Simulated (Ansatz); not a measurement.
Two isomers of C3H7NO: A = `CCNC=O`, B = `C/N=C/OC`.

Isolated molecules relaxed with PBE0-D4/def2-TZVP in Ansatz; ΔE leaves out vibrations. CCSD(T)/CBS is the MP2 limit (def2-TZVPP, def2-QZVPP) plus CCSD(T) − MP2 in def2-TZVPP, frozen cores. Functionals use def2-TZVPP. One conformer a species, not always the lowest.

Problem. Which isomer does CCSD(T)/CBS put lower? Give the gap. (An estimate is asked.)

Solution. The calculation gave: A, by 23.8 kcal/mol.

Problem. Give E(B) − E(A) in kcal/mol with CCSD/def2-TZVPP, BLYP-D4, CCSD(T)/def2-SVP, PBE-D4, r2SCAN-D4, MP2/def2-TZVPP, CCSD(T)/def2-TZVPP. (Best estimate.)

Solution. The calculation gave: CCSD/def2-TZVPP 23.2, BLYP-D4 23.3, CCSD(T)/def2-SVP 24.7, PBE-D4 24.6, r2SCAN-D4 24.7, MP2/def2-TZVPP 24.7, CCSD(T)/def2-TZVPP 23.1. None reverses the order clearly.

Problem. Does the order hold for the free energy at 298.15 K (harmonic terms from PBE0-D4)? (Estimate.)

Solution. Ansatz gave: Yes: G(B) − G(A) = +23.9 kcal/mol, for one conformer each. Modes under 60 cm⁻¹, often nearly free rotors, make the harmonic entropy too high.

Largest T1 diagnostic: 0.014.

At CCSD(T), def2-SVP lies +0.9 kcal/mol from the extrapolated value and def2-TZVPP −0.7 kcal/mol. Leaving LDA and LC-ωPBE aside and taking each functional with its dispersion term where it has one, the values, not all of them listed here, spread over 1.9 kcal/mol, from BLYP-D4 to PBE-QIDH.
